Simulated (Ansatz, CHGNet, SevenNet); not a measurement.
# 1T (CdI2-type) TiS2, lattice parameter a

Reference value: 3.407 Å (measured, temperature not stated, no zero-point or thermal correction; as tabulated in Chianelli et al. (1975), doi:10.1016/0025-5408(75)90100-2).

```tsv
level (code)	value (Å)
CHGNet 0.3.0 (CHGNet)	3.415
SevenNet-0 (SevenNet)	___
SevenNet-l3i5 (SevenNet)	3.414
LDA (Ansatz)	___
PBE (Ansatz)	3.416
PBEsol (Ansatz)	3.352
PBE-D4 (Ansatz)	3.376
rVV10 (Ansatz)	___
HSE06 (Ansatz)	3.410
PBE0 (Ansatz)	3.410
PBE0-D4 (Ansatz)	3.378
```

**Question.** Some entries are withheld; supply them.

**Answer.** 
- SevenNet-0 (SevenNet), value (Å): 3.419
- LDA (Ansatz, an electronic-structure program), value (Å): 3.315
- rVV10 (Ansatz), value (Å): 3.440

Differences against the reference: CHGNet 0.3.0 +0.23 %, SevenNet-0 +0.35 %, SevenNet-l3i5 +0.21 %, LDA -2.70 %, PBE +0.26 %, PBEsol -1.61 %, PBE-D4 -0.91 %, rVV10 +0.97 %, HSE06 +0.09 %, PBE0 +0.09 %, PBE0-D4 -0.85 %.

The reference's temperature isn't stated, so close values are not ranked against it. Off by more than 1.25 % (a bound picked here): LDA (-2.70 %), PBEsol (-1.61 %).

The reference has no zero-point or thermal correction, while the calculations are for a static lattice, so the differences are not the levels' errors alone. A static lattice is as a rule a little smaller than the measured one.  LDA, PBE, PBEsol, HSE06, PBE0: the cell comes from a level without a dispersion term, which matters for the spacing of layers, chains or molecules. PBE0-D4: hybrids on metals are sensitive to the k mesh and can open a false gap. Cutoffs and k meshes differ between the levels. Ansatz's density-functional and Hartree–Fock values are scalar-relativistic unless marked +SOC, with PAW data made under PBE.

Machine-learned potentials (CHGNet 0.3.0, SevenNet-0, SevenNet-l3i5) are trained on DFT data, which may include these solids.

Differences are worked out from the printed values.
